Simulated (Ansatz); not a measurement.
Born–Oppenheimer molecular dynamics of C3H6 + H3O (13 atoms, charge 1, multiplicity 1). It goes on from the last frame of an earlier run, with new velocities.

These are results of Ansatz, RKS revPBE/STO-3G, not measurements.

```yaml
ensemble: NVT, Langevin thermostat
time_step: 0.5 fs
steps_asked: 166
set_temperature: 500 K
friction: 0.005 /fs
seed: 881477
```

First frame:

```xyz
13
Properties=species:S:1:pos:R:3
O -1.442 -0.841 -1.966
H -0.812 -0.403 -1.051
H -0.916 -1.710 -2.113
H -1.122 -0.278 -2.770
C -0.737 0.941 0.709
C 0.524 0.092 0.013
C 0.445 0.560 1.507
H -0.690 1.964 0.424
H -1.622 0.512 1.101
H 1.382 0.465 -0.451
H 0.544 -1.046 -0.070
H 0.448 -0.207 2.305
H 1.196 1.378 1.664
```

(1) How far do the bonds stretch over the last three quarters of this one trajectory? (Pairs bonded in most of those frames.)

Results:

(1) 
```
  bond  mean (Å)  spread (Å)  shortest  longest
 O1–H2     1.188       0.072      1.06     1.32
 O1–H3     1.034       0.017      1.00     1.07
 O1–H4     1.036       0.028      0.98     1.09
 C5–C6     1.675       0.113      1.48     1.85
 C5–C7     1.507       0.039      1.44     1.58
 C5–H8     1.115       0.051      1.03     1.21
 C5–H9     1.117       0.039      1.05     1.19
 C6–C7     1.597       0.050      1.52     1.68
C6–H10     1.119       0.062      1.02     1.21
C6–H11     1.112       0.025      1.06     1.16
C7–H12     1.111       0.028      1.06     1.16
C7–H13     1.114       0.029      1.06     1.17
```

Mean temperature of the second half: 600 K. The mean temperature of the second half is 20 % above the set value. A run of 0.083 ps of so small a system gives no equilibrium averages. Limits of this set-up: minimal basis, the dipole of an ion depends on the origin.

The run took 3.1 min on 1 thread of Arm Neoverse V2 (shared host), peak memory 0.19 GiB.
